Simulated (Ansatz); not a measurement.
# AlFH3N: the cost of one run

Computed with Ansatz 0.2.0 through its Python package. Level of theory: CAM-B3LYP/6-31G*.

## 1. The structure

Bond lengths: N1–Al2 1.857 Å, Al2–F3 1.785 Å, N1–H4 1.095 Å, N1–H5 1.049 Å, Al2–H6 1.612 Å. Angles: N1–Al2–F3 118.0°, N1–Al2–H6 120.8°, F3–Al2–H6 121.2°, Al2–N1–H4 105.0°, Al2–N1–H5 111.2°, H4–N1–H5 103.1°.

No structure file is read: the coordinates are typed or built in the script.

## 2. The script

The input, adiabatic_alfh3n.py:

```python
import ansatz as az
import numpy as np

geometry_ang = [
    ("N", (-0.9141, 0.0584, -0.6231)),
    ("Al", (0.4602, -0.2281, 0.5923)),
    ("F", (1.0814, -1.8912, 0.7784)),
    ("H", (-1.0656, 1.1432, -0.6279)),
    ("H", (-0.6014, -0.1421, -1.6039)),
    ("H", (1.0815, 0.9958, 1.438)),
]
system = az.Crystal.molecule()
for symbol, xyz in geometry_ang:
    system = system.atom(symbol, xyz)

job = system.calculation()
job = job.basis(gaussian="6-31G*")
job = job.functional("cam_b3lyp")
symbols = [site.symbol for site in system.cartesian_sites]
start = np.array([site.position_ang for site in system.cartesian_sites], dtype=float)
report = job.relax(force_tolerance=0.01).run(threads=1, pin="off").report
end = np.array(report["positions_ang"])

minimum = az.Crystal.molecule()
for symbol, place in zip(symbols, end):
    minimum = minimum.atom(symbol, place.tolist())
ion = (
    minimum.calculation()
    .basis(gaussian="6-31G*")
    .functional("cam_b3lyp")
    .charge(1)
    .spin("collinear", total=1)
)
vertical = ion.run(threads=1, pin="off").report
settled = ion.relax(force_tolerance=0.01, max_steps=80).run(threads=1, pin="off").report
print(f"vertical ionisation energy   {vertical['free_energy_ev'] - report['free_energy_ev']:.3f} eV")
print(f"adiabatic, no zero point     {settled['free_energy_ev'] - report['free_energy_ev']:.3f} eV")
print(f"relaxation energy of the ion {vertical['free_energy_ev'] - settled['free_energy_ev']:.3f} eV")
ionised = np.array(settled["positions_ang"])
print("final positions (A) and the move of each atom")
for symbol, xyz, old in zip(symbols, ionised, end):
    print(f"{symbol:2s} {xyz[0]:10.5f} {xyz[1]:10.5f} {xyz[2]:10.5f}   {np.linalg.norm(xyz - old):7.4f}")
```

## 3. The calls as engine input

The engine receives this input (first run):

```yaml
crystal:
  periodic: [false, false, false]
  atoms:
    - { symbol: "N", position_ang: [-0.9141, 0.0584, -0.6231] }
    - { symbol: Al, position_ang: [0.4602, -0.2281, 0.5923] }
    - { symbol: F, position_ang: [1.0814, -1.8912, 0.7784] }
    - { symbol: H, position_ang: [-1.0656, 1.1432, -0.6279] }
    - { symbol: H, position_ang: [-0.6014, -0.1421, -1.6039] }
    - { symbol: H, position_ang: [1.0815, 0.9958, 1.438] }
basis:
  gaussian:
    orbitals: "6-31G*"
hamiltonian:
  xc: cam_b3lyp
relax:
  f_tol: 0.01
```

## 4. Running it

Command:

```sh
python adiabatic_alfh3n.py
```

**Question.** How long does this script take on 1 thread of Arm Neoverse V2, shared host, and how much memory does it need?

About 40 s, with a peak of 0.22 GiB.
